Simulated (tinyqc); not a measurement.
Worked calculation: RHF in the sto-3g basis, for CH3-, spin multiplicity 1. The basis has no diffuse functions, so it cannot describe the extra electron: this is an exercise in the method, not the real anion. One step of it, computed by the program tinyqc.

Task: Iteration 2: diagonalisation and new density. Diagonalise F' = X^T F X, C = X C', fill 5 alpha and 5 beta electrons from the bottom; D = 2 C_occ C_occ^T. Each column has its largest component positive (the first on a tie).

extrapolated F (hartree):
```
             1C 1s      1C 2s     1C 2px     1C 2py    1C 2pz      2H 1s      3H 1s      4H 1s
1C 1s   -10.417682  -2.833936   0.000001   0.000000  0.008274  -0.612408  -0.612050  -0.612050
1C 2s    -2.833936  -0.955782  -0.000040   0.000000  0.014552  -0.457974  -0.457787  -0.457787
1C 2px    0.000001  -0.000040   0.287071   0.000000  0.000005  -0.230896   0.115488   0.115488
1C 2py    0.000000   0.000000   0.000000   0.287311  0.000000   0.000000  -0.199908   0.199908
1C 2pz    0.008274   0.014552   0.000005   0.000000  0.211954   0.028524   0.028511   0.028511
2H 1s    -0.612408  -0.457974  -0.230896   0.000000  0.028524  -0.065176  -0.133062  -0.133062
3H 1s    -0.612050  -0.457787   0.115488  -0.199908  0.028511  -0.133062  -0.064977  -0.133093
4H 1s    -0.612050  -0.457787   0.115488   0.199908  0.028511  -0.133062  -0.133093  -0.064977
```

X:
```
                1          2          3          4          5          6          7          8
1C 1s   -0.344361   0.000142   0.000000   0.865880   0.434600   0.000000   0.000066   0.167236
1C 2s    1.381207  -0.000377   0.000000  -0.046314   0.070032   0.000000   0.000089   0.460400
1C 2px   0.000300   1.056305   0.000000  -0.000071  -0.000028   0.000000   0.611642  -0.000053
1C 2py   0.000000   0.000000   1.055887   0.000000   0.000000   0.611759   0.000000   0.000000
1C 2pz  -0.115799   0.000021   0.000000  -0.466104   0.881050   0.000000  -0.000010  -0.038400
2H 1s   -0.651208  -0.962189   0.000000  -0.157905  -0.079402   0.000000   0.447506   0.298537
3H 1s   -0.650452   0.481458  -0.833295  -0.157845  -0.079367   0.387587  -0.223794   0.298527
4H 1s   -0.650452   0.481458   0.833295  -0.157845  -0.079367  -0.387587  -0.223794   0.298527
```

Give: F' = X^T F X; orbital energies; coefficients C; D after iteration 2.

Result:

F' = X^T F X (hartree):
```
        1        2       3        4        5        6        7        8
1  0.8741   0.0001  0.0000   0.8541   0.4097   0.0000   0.0001   0.2122
2  0.0001   1.1190  0.0000  -0.0005  -0.0003   0.0000   0.1817  -0.0002
3  0.0000   0.0000  1.1185   0.0000   0.0000   0.1818   0.0000   0.0000
4  0.8541  -0.0005  0.0000  -7.0756  -3.8743   0.0000  -0.0009  -2.8682
5  0.4097  -0.0003  0.0000  -3.8743  -1.8484   0.0000  -0.0005  -1.5345
6  0.0000   0.0000  0.1818   0.0000   0.0000  -0.0616   0.0000   0.0000
7  0.0001   0.1817  0.0000  -0.0009  -0.0005   0.0000  -0.0618  -0.0004
8  0.2122  -0.0002  0.0000  -2.8682  -1.5345   0.0000  -0.0004  -1.5821
```

orbital energies (hartree): MO1 -10.4249, MO2 -0.3872, MO3 -0.0892, MO4 -0.0890, MO5 0.2097, MO6 0.9703, MO7 1.1459, MO8 1.1463

coefficients C:
```
            MO1      MO2      MO3      MO4      MO5      MO6      MO7      MO8
1C 1s    0.9921  -0.2041   0.0000   0.0000  -0.0309  -0.2414   0.0000   0.0000
1C 2s    0.0346   0.5686   0.0000   0.0000   0.1401   1.3351   0.0000   0.0001
1C 2px   0.0000   0.0000   0.4477   0.0000   0.0000   0.0000   0.0000   1.1355
1C 2py   0.0000   0.0000   0.0000   0.4478   0.0000   0.0000   1.1352   0.0000
1C 2pz  -0.0016  -0.0283   0.0000   0.0000   0.9905  -0.1625   0.0000   0.0000
2H 1s   -0.0067   0.2765   0.5856   0.0000  -0.0359  -0.6829   0.0000  -0.8851
3H 1s   -0.0067   0.2763  -0.2929   0.5073  -0.0359  -0.6826  -0.7663   0.4426
4H 1s   -0.0067   0.2763  -0.2929  -0.5073  -0.0359  -0.6826   0.7663   0.4426
```

D after iteration 2:
```
          1C 1s    1C 2s   1C 2px   1C 2py   1C 2pz    2H 1s    3H 1s    4H 1s
1C 1s    2.0539  -0.1721   0.0000   0.0000  -0.0529  -0.1239  -0.1239  -0.1239
1C 2s   -0.1721   0.6883   0.0000   0.0000   0.2452   0.3039   0.3037   0.3037
1C 2px   0.0000   0.0000   0.4009   0.0000   0.0000   0.5244  -0.2623  -0.2623
1C 2py   0.0000   0.0000   0.0000   0.4010   0.0000   0.0000   0.4543  -0.4543
1C 2pz  -0.0529   0.2452   0.0000   0.0000   1.9640  -0.0868  -0.0868  -0.0868
2H 1s   -0.1239   0.3039   0.5244   0.0000  -0.0868   0.8415  -0.1876  -0.1876
3H 1s   -0.1239   0.3037  -0.2623   0.4543  -0.0868  -0.1876   0.8418  -0.1877
4H 1s   -0.1239   0.3037  -0.2623  -0.4543  -0.0868  -0.1876  -0.1877   0.8418
```
